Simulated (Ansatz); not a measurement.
System: 1T (CdI2-type) HfS2. Method: LDA in Ansatz (PAW).

Settings: plane-wave cutoff 520 eV, 12×12×6 k mesh (along the axes of the cell as run), perturbation theory, force constants from a 6×6×2 q mesh, scalar-relativistic PAW data made under PBE.

Computed at the level's own relaxed cell.

```xyz
3
Lattice="3.5559 0.0000 0.0000 -1.7780 3.0795 0.0000 0.0000 0.0000 5.6808" Properties=species:S:1:pos:R:3 pbc="T T T"
Hf     0.0000     0.0000     0.0000
S      0.0000     2.0530     1.4461
S      1.7780     1.0265     4.2347
```

Harmonic phonon frequencies (cm⁻¹; i marks an imaginary mode; at Γ without the LO shift):

```
q point                         frequencies
-------  ----------------------------------
Γ             0 0 0 153 153 263 263 306 333
A          26 26 50 160 160 261 261 327 328
K        58 136 136 251 259 259 303 303 323
```

No imaginary mode appears at these points.

Ansatz is a quantum-chemistry and plane-wave program.
